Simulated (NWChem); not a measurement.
System: S, triplet

Here is an NWChem input.

```
start job
memory heap 200 mb stack 900 mb global 1100 mb
geometry units angstroms noautoz
  S      0.000000     0.000000     0.000000
end
basis spherical
  S library def2-tzvpd
end
dft
  odft
  mult 3
  xc b3lyp
  iterations 150
  mulliken
end
task dft gradient
```

Output (shortened):

```
             Northwest Computational Chemistry Package (NWChem) 7.3.0
             --------------------------------------------------------

                             Geometry "geometry" -> ""
                             -------------------------

 Output coordinates in angstroms (scale by  1.889725989 to convert to a.u.)

  No.       Tag          Charge          X              Y              Z
 ---- ---------------- ---------- -------------- -------------- --------------
    1 S                   16.0000     0.00000000     0.00000000     0.00000000

 Effective nuclear repulsion energy (a.u.)       0.0000000000

                                 NWChem DFT Module
                                 -----------------

 Summary of "ao basis" -> "ao basis" (spherical)
 ------------------------------------------------------------------------------
       Tag                 Description            Shells   Functions and Types
 ---------------- ------------------------------  ------  ---------------------
 S                         def2-tzvpd               16       46   6s6p3d1f

            General Information
            -------------------
          SCF calculation type: DFT
          Wavefunction type:  spin polarized.
          No. of atoms     :     1
          No. of electrons :    16
           Alpha electrons :     9
            Beta electrons :     7
          Charge           :     0
          Spin multiplicity:     3
          Use of symmetry is: off; symmetry adaption is: off
          Maximum number of iterations: 150
          AO basis - number of functions:    46
                     number of shells:    16
          Convergence on energy requested:  1.00D-06
          Convergence on density requested:  1.00D-05
          Convergence on gradient requested:  5.00D-04

              XC Information
              --------------
                         B3LYP Method XC Potential
                     Hartree-Fock (Exact) Exchange  0.200
                        Slater Exchange Functional  0.800 local
                    Becke 1988 Exchange Functional  0.720 non-local
              Lee-Yang-Parr Correlation Functional  0.810
                  VWN I RPA Correlation Functional  0.190 local

             Grid Information
             ----------------
          Grid used for XC integration:  medium
          Radial quadrature: Mura-Knowles
          Angular quadrature: Lebedev.
          Tag              B.-S. Rad. Rad. Pts. Rad. Cut. Ang. Pts.
          ---              ---------- --------- --------- ---------
          S                   1.00       88          10.0       590
          Grid pruning is: on
          Number of quadrature shells:    88
          Spatial weights used:  Erf1

      Superposition of Atomic Density Guess
      -------------------------------------

 Sum of atomic energies:        -397.47967976

      Non-variational initial energy
      ------------------------------

 Total energy =    -397.186642
 1-e energy   =    -549.320583
 2-e energy   =     152.133942
 HOMO         =      -0.286245
 LUMO         =      -0.286245

     ---------------------------------------------
      Total Density - Mulliken Population Analysis
     ---------------------------------------------

    Atom       Charge   Shell Charges
 -----------   ------   -------------------------------------------------------
    1 S   16    16.00   2.01  0.49  1.47  1.15  0.86  0.01  4.16  1.70  0.77  1.99  1.32  0.06 -0.00 -0.00  0.00  0.00

     --------------------------------------------
      Spin Density - Mulliken Population Analysis
     --------------------------------------------

    Atom       Charge   Shell Charges
 -----------   ------   -------------------------------------------------------
    1 S   16     2.00   0.00  0.00  0.00  0.00  0.00  0.00  0.05 -0.03  0.30  1.00  0.66  0.03 -0.00  0.00  0.00  0.00

   convergence    iter        energy       DeltaE   RMS-Dens  Diis-err
 ---------------- ----- ----------------- --------- --------- ---------
 d= 0,ls=0.0,diis     1   -398.1151576932 -3.98D+02  4.72D-03  1.14D-01
                                                     2.70D-03  8.75D-02
 d= 0,ls=0.0,diis     2   -398.1299987717 -1.48D-02  2.23D-03  6.30D-03
                                                     2.42D-03  5.66D-03
 d= 0,ls=0.0,diis     3   -398.1322957105 -2.30D-03  7.16D-04  2.52D-03
                                                     6.01D-04  1.81D-03
 d= 0,ls=0.0,diis     4   -398.1330186600 -7.23D-04  7.86D-05  9.44D-06
                                                     3.67D-05  3.46D-06
 d= 0,ls=0.0,diis     5   -398.1330232491 -4.59D-06  7.46D-06  1.34D-07
                                                     1.55D-05  2.26D-07
 d= 0,ls=0.0,diis     6   -398.1330234022 -1.53D-07  4.68D-07  3.26D-10
                                                     3.88D-07  3.56D-10

         Total DFT energy =     -398.133023402246
      One electron energy =     -549.522662515777
           Coulomb energy =      177.035650049773
    Exchange-Corr. energy =      -25.646010936242
 Nuclear repulsion energy =        0.000000000000

 Numeric. integr. density =       16.000000000127

                    DFT Final Alpha Molecular Orbital Analysis
                    ------------------------------------------

 Vector    7  Occ=1.000000D+00  E=-3.368781D-01
              MO Center= -9.7D-15,  3.5D-14,  1.9D-14, r^2= 1.4D+00
   Bfn.  Coefficient  Atom+Function         Bfn.  Coefficient  Atom+Function
  ----- ------------  ---------------      ----- ------------  ---------------
    18      0.407328  1 S  pz                17      0.401538  1 S  py
    21      0.228720  1 S  pz                20      0.225468  1 S  py
    15      0.184161  1 S  pz                14      0.181544  1 S  py
     9     -0.148405  1 S  pz                 8     -0.146296  1 S  py
    12     -0.068090  1 S  pz                11     -0.067122  1 S  py

 Vector    8  Occ=1.000000D+00  E=-3.368781D-01
              MO Center=  1.6D-14, -2.9D-14, -7.4D-15, r^2= 1.4D+00
   Bfn.  Coefficient  Atom+Function         Bfn.  Coefficient  Atom+Function
  ----- ------------  ---------------      ----- ------------  ---------------
    18      0.350092  1 S  pz                16      0.335339  1 S  px
    17     -0.308605  1 S  py                21      0.196581  1 S  pz
    19      0.188297  1 S  px                20     -0.173286  1 S  py
    15      0.158284  1 S  pz                13      0.151614  1 S  px
    14     -0.139527  1 S  py                 9     -0.127552  1 S  pz

 Vector    9  Occ=1.000000D+00  E=-2.896952D-01
              MO Center= -2.2D-14, -2.1D-14, -2.4D-14, r^2= 1.5D+00
   Bfn.  Coefficient  Atom+Function         Bfn.  Coefficient  Atom+Function
  ----- ------------  ---------------      ----- ------------  ---------------
    16      0.439608  1 S  px                19      0.284863  1 S  px
    17      0.257711  1 S  py                13      0.206603  1 S  px
    18     -0.193911  1 S  pz                20      0.166995  1 S  py
     7     -0.165526  1 S  px                21     -0.125653  1 S  pz
    14      0.121117  1 S  py                 8     -0.097036  1 S  py

 Vector   10  Occ=0.000000D+00  E= 2.781673D-02
              MO Center= -3.1D-13, -5.3D-13, -1.1D-12, r^2= 6.7D+00
   Bfn.  Coefficient  Atom+Function         Bfn.  Coefficient  Atom+Function
  ----- ------------  ---------------      ----- ------------  ---------------
     6      1.622973  1 S  s                  5     -1.007322  1 S  s
     4     -0.203650  1 S  s                  3      0.162594  1 S  s
     2     -0.031334  1 S  s                  1     -0.027085  1 S  s

 Vector   11  Occ=0.000000D+00  E= 4.052713D-02
              MO Center=  1.6D-14,  6.6D-13,  9.7D-13, r^2= 1.3D+01
   Bfn.  Coefficient  Atom+Function         Bfn.  Coefficient  Atom+Function
  ----- ------------  ---------------      ----- ------------  ---------------
    24      0.953060  1 S  pz                23      0.634267  1 S  py
    21     -0.244768  1 S  pz                20     -0.162893  1 S  py
    18     -0.105847  1 S  pz                15     -0.080271  1 S  pz
    17     -0.070442  1 S  py                14     -0.053421  1 S  py
    22      0.048515  1 S  px                 9      0.046852  1 S  pz

 Vector   12  Occ=0.000000D+00  E= 4.052718D-02
              MO Center=  1.3D-13, -2.2D-13,  8.1D-14, r^2= 1.3D+01
   Bfn.  Coefficient  Atom+Function         Bfn.  Coefficient  Atom+Function
  ----- ------------  ---------------      ----- ------------  ---------------
    23      0.785747  1 S  py                22     -0.675968  1 S  px
    24     -0.488509  1 S  pz                20     -0.201800  1 S  py
    19      0.173600  1 S  px                21      0.125462  1 S  pz
    17     -0.087265  1 S  py                16      0.075075  1 S  px
    14     -0.066179  1 S  py                13      0.056933  1 S  px

                     DFT Final Beta Molecular Orbital Analysis
                     -----------------------------------------

 Vector    5  Occ=1.000000D+00  E=-5.933956D+00
              MO Center= -1.6D-15, -9.9D-16,  4.9D-16, r^2= 6.8D-02
   Bfn.  Coefficient  Atom+Function         Bfn.  Coefficient  Atom+Function
  ----- ------------  ---------------      ----- ------------  ---------------
     7      0.575921  1 S  px                 8      0.337622  1 S  py
    10      0.275947  1 S  px                 9     -0.254038  1 S  pz
    11      0.161768  1 S  py                12     -0.121720  1 S  pz
    13      0.058628  1 S  px                14      0.034370  1 S  py
    15     -0.025861  1 S  pz

 Vector    6  Occ=1.000000D+00  E=-6.345892D-01
              MO Center=  6.2D-13,  5.9D-13,  5.1D-13, r^2= 9.6D-01
   Bfn.  Coefficient  Atom+Function         Bfn.  Coefficient  Atom+Function
  ----- ------------  ---------------      ----- ------------  ---------------
     4      0.726309  1 S  s                  3     -0.490793  1 S  s
     5      0.450855  1 S  s                  2      0.088231  1 S  s
     1      0.085926  1 S  s

 Vector    7  Occ=1.000000D+00  E=-2.648340D-01
              MO Center= -4.9D-13, -3.0D-13,  1.9D-13, r^2= 1.5D+00
   Bfn.  Coefficient  Atom+Function         Bfn.  Coefficient  Atom+Function
  ----- ------------  ---------------      ----- ------------  ---------------
    16      0.422080  1 S  px                19      0.302463  1 S  px
    17      0.247436  1 S  py                13      0.204246  1 S  px
    18     -0.186179  1 S  pz                20      0.177312  1 S  py
     7     -0.163317  1 S  px                21     -0.133416  1 S  pz
    14      0.119735  1 S  py                 8     -0.095741  1 S  py

 Vector    8  Occ=0.000000D+00  E=-1.799234D-01
              MO Center= -2.1D-13,  1.8D-13, -2.4D-13, r^2= 1.7D+00
   Bfn.  Coefficient  Atom+Function         Bfn.  Coefficient  Atom+Function
  ----- ------------  ---------------      ----- ------------  ---------------
    18      0.291462  1 S  pz                16      0.285402  1 S  px
    17     -0.267537  1 S  py                21      0.244843  1 S  pz
    19      0.239752  1 S  px                20     -0.224745  1 S  py
    15      0.142543  1 S  pz                13      0.139579  1 S  px
    14     -0.130842  1 S  py                 9     -0.116058  1 S  pz

 Vector    9  Occ=0.000000D+00  E=-1.799224D-01
              MO Center=  6.0D-14, -5.2D-13, -5.6D-13, r^2= 1.7D+00
   Bfn.  Coefficient  Atom+Function         Bfn.  Coefficient  Atom+Function
  ----- ------------  ---------------      ----- ------------  ---------------
    18      0.350614  1 S  pz                17      0.336507  1 S  py
    21      0.294536  1 S  pz                20      0.282685  1 S  py
    15      0.171471  1 S  pz                14      0.164572  1 S  py
     9     -0.139612  1 S  pz                 8     -0.133995  1 S  py
    12     -0.061701  1 S  pz                11     -0.059219  1 S  py

 Vector   10  Occ=0.000000D+00  E= 3.565760D-02
              MO Center= -5.8D-13, -5.9D-13, -6.3D-13, r^2= 6.8D+00
   Bfn.  Coefficient  Atom+Function         Bfn.  Coefficient  Atom+Function
  ----- ------------  ---------------      ----- ------------  ---------------
     6      1.651205  1 S  s                  5     -1.082169  1 S  s
     4     -0.162391  1 S  s                  3      0.156922  1 S  s
     2     -0.032224  1 S  s                  1     -0.026441  1 S  s

     ---------------------------------------------
      Total Density - Mulliken Population Analysis
     ---------------------------------------------

    Atom       Charge   Shell Charges
 -----------   ------   -------------------------------------------------------
    1 S   16    16.00   2.01  0.47  1.49  1.21  0.80  0.02  4.18  1.67  0.90  2.09  1.13  0.04  0.00  0.00  0.00  0.00

     --------------------------------------------
      Spin Density - Mulliken Population Analysis
     --------------------------------------------

    Atom       Charge   Shell Charges
 -----------   ------   -------------------------------------------------------
    1 S   16     2.00   0.00  0.00 -0.00  0.02 -0.00 -0.01  0.06 -0.04  0.35  1.12  0.50  0.00  0.00  0.00 -0.00  0.00

     -------------------------------------------
      Total Density - Lowdin Population Analysis
     -------------------------------------------

    Atom       Charge   Shell Charges
 -----------   ------   -------------------------------------------------------
    1 S   16    16.00   1.99  0.85  1.14  1.00  0.83  0.20  3.90  1.88  1.04  1.89  1.16  0.12  0.00  0.00  0.00  0.00

     ------------------------------------------
      Spin Density - Lowdin Population Analysis
     ------------------------------------------

    Atom       Charge   Shell Charges
 -----------   ------   -------------------------------------------------------
    1 S   16     2.00   0.00  0.00 -0.00  0.01 -0.00 -0.01  0.08 -0.00  0.37  0.97  0.54  0.04  0.00  0.00  0.00  0.00

   alpha - beta orbital overlaps
   -----------------------------

   alpha      1      2      3      4      5      6      7      8      9     10
    beta      1      2      3      4      5      6      9      8      7     10
 overlap   1.000  1.000  0.998  0.998  1.000  0.998  0.993  0.993  1.000  0.999

   alpha     11     12     13     14     15     16     17     18     19     20
    beta     13     12     11     18     17     15     14     16     21     20
 overlap   0.984  0.984  1.000  0.993  0.993  0.877  0.877  0.998  0.926  0.926

   alpha     21     22     23     24     25     26     27     28     29     30
    beta     19     26     25     22     23     24     27     29     28     30
 overlap   1.000  0.993  0.993  0.738  0.738  0.998  0.999  1.000  1.000  1.000

   alpha     31     32     33     34     35     36     37     38     39     40
    beta     31     32     38     39     34     33     36     37     35     42
 overlap   1.000  1.000  0.975  0.975  0.786  0.786  0.998  0.998  0.999  0.998

   alpha     41     42     43     44     45     46
    beta     41     40     44     43     45     46
 overlap   0.998  1.000  0.991  0.991  1.000  1.000

     --------------------------
     Expectation value of S2:
     --------------------------
      <S2> =      2.0040 (Exact =     2.0000)

[...]

                         DFT ENERGY GRADIENTS

    atom               coordinates                        gradient
                 x          y          z           x          y          z
   1 S       0.000000   0.000000   0.000000   -0.000000  -0.000000   0.000000
```

Level: B3LYP/def2-TZVPD, spin-unrestricted. The open p shell is one determinant without spherical averaging. No stability test was run on the SCF state.
